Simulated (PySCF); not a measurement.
Excitations are Tamm–Dancoff values on a coarser integration grid. The basis has no diffuse functions, so Rydberg states are missing or too high.

## AlCl₃, SMILES `[Al]([Cl])([Cl])[Cl]` (charge 0, multiplicity 1)

Level of theory: TPSSh-D3(BJ)/def2-TZVP // CAM-B3LYP-D3(BJ)/def2-TZVP in PySCF 2.14.0.

```
Item                                            Value
----------------------  -----------------------------
HOMO                                         -8.63 eV
dipole moment                                  0.00 D
HOMO–LUMO gap                                 7.09 eV
LUMO                                         -1.54 eV
S1 excitation (TDA)                           6.57 eV
S1 oscillator strength                          0.000
T1 excitation (TDA)                           6.32 eV
S1–T1 gap (TDA)                               0.25 eV
total energy                            -1623.3562 Ha
cost                    very roughly 2.0 core-minutes
```

```xyz
4

Cl     2.0503    -0.2551    -0.0009
Al     0.0000     0.0000     0.0000
Cl    -0.8042     1.9032     0.0003
Cl    -1.2461    -1.6480     0.0006
```
Charge 0, spin multiplicity 1.
